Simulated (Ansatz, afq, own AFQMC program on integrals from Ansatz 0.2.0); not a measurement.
## CH$_{2}$Ge, triplet in cc-pVDZ, levels against CCSDT(Q)

| atom | x (Å) | y (Å) | z (Å) |
| --- | --- | --- | --- |
| Ge | 0.0000 | -0.0446 | 0.2902 |
| C | 0.0000 | 0.1823 | -1.6010 |
| H | 0.0000 | 1.5086 | 0.6403 |
| H | 0.0000 | -0.4689 | -2.4762 |

Connectivity, by distances: GeH–CH.

Basis cc-pVDZ. Only valence electrons are correlated. Integrals, coupled cluster, full CI and functionals: Ansatz 0.2.0; the random walks run on the same integrals in our own AFQMC program. The CISD trial takes its coefficients from CCSD amplitudes. Released means that phaseless walkers are propagated on without the constraint, phases kept. Uncertainties: one standard error, sampling alone. No spin–orbit coupling.

Determinant: ROHF, the one that the program's search chose, which needn't be the lowest solution. The geometry is a PBE0/def2-TZVP stationary point of this or a neighbouring charge and spin state.

No full CI on the walks' own integrals is used here; CCSDT(Q) serves as the reference and is uncertain by about the last step of the cluster series.

Cautions: no relativity below Rb; no spin-orbit coupling; inner d shell frozen; lower spins were not checked.

The T1 diagnostic is 0.0393. The weight of the determinant in the CISD state is 0.856 and the size of the correlated space is 10 electrons in 36 orbitals.

```
  level  correlation energy (eV)
    MP2                  -4.5760
   CCSD                  -5.6232
CCSD(T)                  -5.7889
```

Task: Estimate where phaseless AFQMC with a CISD trial lies against CCSD(T) on the same integrals.

Result: 1.71 ± 0.59 mEh below CCSD(T).

Reference: CCSDT(Q), correlation energy -5.842 eV. The released energy is read at 1.50 1/Eh (meV from the phaseless value at times in 1/Eh: -10 ± 14 at 0.24, 10 ± 10 at 0.50, 6 ± 11 at 1.00, -9 ± 12 at 1.50).

```
         level  E − E(reference) (mEh)  share of correlation (%)
       CCSD(T)                    1.95                     99.09
         CCSDT                    0.40                     99.81
   ph-AFQMC/HF             0.88 ± 2.01                     99.59
 ph-AFQMC/CISD             0.24 ± 0.59                     99.89
released AFQMC            -0.10 ± 0.45                    100.05
```

A walk keeps the symmetry of its determinant, which the program's search chose and which needn't be the lowest solution, so a lower state of the same spin and another symmetry isn't excluded. Released energies are given only where the last usable release times agree within the noise; a slower fall can still hide under it.
